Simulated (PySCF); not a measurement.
## Name the molecule from its bond curve

A diatomic of charge -1 contains Cl. Its doublet curve at r²SCANh in a double-zeta basis (spin-free X2C with a Gaussian nucleus, PySCF), in eV from the separated fragments:

(R (Å), E (eV)): (2.012, -1.265), (2.106, -1.555), (2.200, -1.707), (2.270, -1.757), (2.340, -1.768), (2.410, -1.751), (2.504, -1.696), (2.621, -1.597), (2.761, -1.455), (2.948, -1.257)

The fit gives ωe = 329 cm⁻¹ and the rotational constant Bₑ = 0.2041 cm⁻¹.

**Question.** Which atom is the partner?

**Answer.** The minimum lies at 2.329 Å, so the reduced mass is 16.8576 u Å² cm⁻¹/(Bₑ·Re²) = 15.23 u. With Cl at 34.97 u the partner weighs about 27.0 u: Al. The molecule is AlCl⁻.

The highest Kohn–Sham level is positive in this anion. Much of that is self-interaction error, but it also means that the finite basis helps to hold the extra electron. The state was picked by a PBE0 search and need not be the measured ground state.
